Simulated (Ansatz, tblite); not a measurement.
Forces on [B(OMe)H3]- (CH6BO⁻) at its PBE-D4/def2-TZVPD geometry. Total charge -1; singlet.

The xTB rows come from tblite.

GFN1-xTB (tblite), largest force 1.02 eV/Å:

```xyz
9
positions Å, forces eV/Å
B     0.401   -0.835   -0.782    0.758   -0.254   -0.633
O    -0.718   -0.455    0.154   -0.387    0.370    0.476
C    -0.505    0.754    0.796    0.021    0.053    0.021
H     0.429    0.755    1.412   -0.228   -0.029   -0.078
H    -1.357    0.983    1.471    0.171   -0.019   -0.119
H    -0.400    1.608    0.080   -0.089   -0.172    0.146
H     0.546    0.043   -1.671   -0.063   -0.149    0.107
H     0.119   -1.923   -1.305   -0.007    0.233    0.154
H     1.486   -0.929   -0.155   -0.177   -0.032   -0.075
```

GFN2-xTB (tblite), largest force 0.73 eV/Å:

```
B 0.328 -0.121 -0.282
O 0.028 0.624 0.382
C 0.080 -0.274 -0.225
H -0.249 -0.053 -0.171
H 0.145 -0.125 -0.170
H -0.047 -0.261 0.154
H -0.053 -0.205 0.200
H 0.026 0.406 0.244
H -0.259 0.009 -0.132
```

PBE0-D4/def2-TZVPD (Ansatz), largest force 0.53 eV/Å:

```
B -0.141 0.062 0.127
O 0.320 0.413 0.066
C 0.021 -0.159 -0.115
H -0.262 -0.028 -0.173
H 0.200 -0.063 -0.165
H -0.042 -0.254 0.181
H -0.019 -0.080 0.086
H 0.027 0.099 0.047
H -0.106 0.010 -0.054
```
